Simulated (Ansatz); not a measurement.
Molecule (SMILES): N#[N+][O-].
Atoms: N1, N2, O3. Bonds: N1-N2, N2-O3.

Basis-set convergence of the optimised N1-N2 bond length at PBE with Ansatz (a quantum-chemistry and plane-wave program). Cartesian d functions, on some or all atoms, in 6-31+G*; all else is spherical. The program fits the integrals of some runs and decomposes those of others, by size. No added dispersion term, no relativity. Reference: the value in def2-QZVPPD, 1.1368 Å, itself unsure by roughly 0.0002 Å (its mean distance from pcseg-3, def2-QZVPP, cc-pVQZ). Deviations are taken from unrounded values.

```tsv
basis	functions	optimised N1-N2 bond length (Å)	minus reference (Å)
STO-3G	15	1.2383	0.1015
3-21G	27	1.1665	0.0297
6-31G	27	1.1667	0.0299
pcseg-0	27	1.1667	0.0299
cc-pVDZ	42	1.1498	0.0130
def2-SVP	42	1.1459	0.0091
pcseg-1	42	1.1463	0.0094
6-31+G*	57	1.1490	0.0121
def2-SVPD	63	1.1444	0.0076
6-311+G**	66	1.1419	0.0050
aug-cc-pVDZ	69	1.1492	0.0124
aug-pcseg-1	69	1.1459	0.0091
6-311++G(2d,2p)	81	1.1387	0.0019
cc-pVTZ	90	1.1384	0.0015
pcseg-2	90	1.1378	0.0010
aug-cc-pVTZ	138	1.1377	0.0009
cc-pVQZ	165	1.1373	0.0004
pcseg-3	180	1.1369	0.0001
```

The smallest set listed that lies within 0.003 Å of the reference with all its larger relatives (same family, alike in diffuse functions; a set with none counts only in the reference's own line) is 6-311++G(2d,2p) (81 functions, 0.0019 Å off). Inside, with no larger relative to test it: aug-cc-pVTZ. (Relatives not listed, tested too: 6-311++G(3df,3pd) 0.0011 Å.)
